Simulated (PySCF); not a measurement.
## Computed data sheet: `C=C=O`

Species: C2H2O.
Geometry (PBE0-D3(BJ)/def2-TZVP, Å), atoms numbered from 1 in this order:
```
atom  x, y, z in Å
C1    -0.4823   -0.0346    0.2253
C2     0.6963    0.0306   -0.3357
O3     1.7399    0.0879   -0.8306
H4    -1.1632   -0.8233   -0.0583
H5    -0.7584    0.7015    0.9653
```

PBE0-D3(BJ)/def2-TZVP geometry optimisation, gas phase (PySCF):

```
Point group                  : C2v
Rotational constants A, B, C : 283.580, 10.383, 10.016 GHz
```

**CAM-B3LYP/aug-cc-pVTZ ground state and vertical TDDFT (core frozen in the response) (PySCF)**

```
Dipole moment                                                     : 1.53 D
HOMO energy                                                       : -8.52 eV
LUMO energy                                                       : 0.20 eV
HOMO–LUMO gap                                                     : 8.72 eV
Lowest singlet excitation                                         : 3.93 eV (316 nm, f = 0.000)
Strongest line among the 10 lowest singlet transitions            : S5 at 7.19 eV (172 nm, f = 0.122)
Lowest triplet excitation (Tamm–Dancoff)                          : 3.59 eV
Static isotropic polarisability                                   : 28.7 au
Electronic spatial extent ⟨r²⟩ about the centre of nuclear charge : 144 bohr²
```

From B97-2/pcSseg-2 ground state and GIAO shieldings, non-relativistic (PySCF):

```
13C chemical shifts (computed TMS as zero) by class         : 198.9 (C2), -0.7 (C1) ppm
1H chemical shifts (computed TMS as zero) by class          : 2.35 (H4/H5) ppm
Isotropic shieldings of nuclei other than C and H, by class : -16 (O3) ppm
```

Monoisotopic mass from the formula: 42.0106 u.

In wavenumbers S1 is 31700 cm⁻¹ (1 eV = 8065.54 cm⁻¹). The rotational constants make it an asymmetric top with κ = (2B − A − C)/(A − C) = -1.00, nearer the prolate limit (−1). With B = h/(8π²I), that is 505.379 GHz u Å² over I, the principal moments of inertia are 1.78, 48.7 and 50.5 u Å² (most abundant isotopes). S1 lies 4.79 eV below the HOMO–LUMO gap. The vertical singlet–triplet gap S1 − T1 is 0.34 eV (TDDFT singlet less Tamm–Dancoff triplet). The principal polarisabilities are 21.6, 22.4 and 41.9 au; their mean is the isotropic value. The polarisability is 4.25 Å³ as a volume (1 au = 0.148185 Å³), or 1.30 au for each of the 22 electrons.

Isolated species at its PBE0-D3(BJ)/def2-TZVP geometry, gas phase.

For the NMR shielding job (B97-2/pcSseg-2), time: 2.8 s; peak memory 0.45 GiB. Hardware: one thread of an Arm Neoverse V2, shared host with 192 logical CPUs at a one-minute load of 17.
